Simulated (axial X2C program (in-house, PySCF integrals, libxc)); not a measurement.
Correcting the dissociation energy of LiF for spin–orbit coupling

A spin-free CCSD(T) curve (one-electron X2C) was computed with an in-house all-electron X2C program for linear molecules (integrals from PySCF), basis F dyall-av3z [7s6p3d2f], Li dyall-cv3z [7s8p2d] (cores contracted in-house), for the state M_S = 0, Λ = 0 (closed shell). It gives D0 = 5.792 eV to F + Li, which in a spin-free picture are the weighted means of the ground terms.

Correlated methods: 8 electrons correlated (number of frozen shells: F 1 s; Li 1 s), 170 virtual spin orbitals or spinors in MP2, 82 natural virtuals in coupled cluster.

Measured levels of the ground terms (NIST Handbook of Basic Atomic Spectroscopic Data), in cm⁻¹: F 2P: J = 3/2 at 0, J = 1/2 at 404.1; Li 2S: J = 1/2 at 0.

The molecular state has Λ = 0, so it has no first-order lowering.

Problem. How far does each ground level lie under the (2J+1)-weighted mean of its term?

Solution. F: (4 × 0 + 2 × 404.1)/6 = 135 cm⁻¹; Li: a single level, 0.

Problem. Correct D0.

Solution. D0 = 5.792 + (0 − 135)/8065.5 = 5.775 eV at CCSD(T) with these spin–orbit terms. The direct two-component run gives 5.775 eV; the difference holds second-order terms in the molecule, scalar two-electron terms, the gap between measured and computed atomic splittings (a 2c atom can miss part of its lowering) and, in coupled cluster, the truncation of each run.

Second-order spin–orbit effects in the molecule, which grow quickly with Z, are left out. One determinant describes the state; a PBE0 search over occupations chose it and may have missed a lower one. De is counted from the lowest determinant-based energies of the atoms at the same level, without counterpoise correction. Coupled cluster ran in a truncated set of natural virtual spinors; the MP2 energy of the rest was added. (T) has no such correction and the atoms are truncated less, which lowers De at CCSD(T) by a hundredth of an eV or more.
